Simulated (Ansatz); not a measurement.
## Which method gave which barrier?

Saddle point of SiH7OF, closed shell (SiH₄ + H₂O + HF → SiH₃F ([F][SiH3]) + H₂O + H₂; bonds formed: Si1–F7, H2–H8, H6–O9; bonds broken: Si1–H2, H6–F7, H8–O9), PBE0-D4/def2-TZVP structure:

| atom | x (Å) | y (Å) | z (Å) |
| --- | --- | --- | --- |
| Si1 | -0.6644 | 0.5365 | -0.9402 |
| H2 | -0.0587 | -0.9278 | -0.4727 |
| H3 | -1.2851 | -0.3485 | -2.0023 |
| H4 | -1.8991 | 0.9857 | -0.2464 |
| H5 | 0.1039 | 1.4551 | -1.8189 |
| H6 | 0.9773 | 0.1689 | 1.2105 |
| F7 | 0.3167 | 1.1643 | 0.4615 |
| H8 | 0.5285 | -1.0306 | 0.3665 |
| O9 | 1.2099 | -0.8330 | 1.3260 |
| H10 | 0.7710 | -1.1706 | 2.1161 |

Ansatz 0.2.0; basis: def2-TZVPP, with def2-QZVPP for the basis limit; cores frozen in the correlated methods. Extrapolation: Hartree–Fock as exp(−7.88 √X), correlation as X^−2.97. Four methods, as single points on the PBE0-D4 structures, gave these electronic barriers from the start structure: 0.586, 1.266, 1.544, 2.228 eV.

(1) The methods were, in alphabetical order, CCSD(T), HF, PBE0-D4, SPW92. Which gave which? (Judge from chemistry; the calculation decides.)

T1 diagnostic: at most 0.012.

Results:

(1) Computed: SPW92 0.586; PBE0-D4 1.266; CCSD(T) 1.544; HF 2.228 eV. For comparison, CCSD(T) at an estimated basis limit (MP2 extrapolated from triple and quadruple zeta, plus CCSD(T) − MP2 in triple zeta) gives 1.520 eV.

Labels in which every atom is bracketed show which atoms are joined, not bond orders.

For scale, one of the runs: CCSD(T)/def2-TZVPP, 202 basis functions (an equivalent command: `ansatz run in.yaml --threads 4`). Time: 41 s of wall clock on 4 CPU threads; the host was shared. Peak host memory: 2.6 GiB.
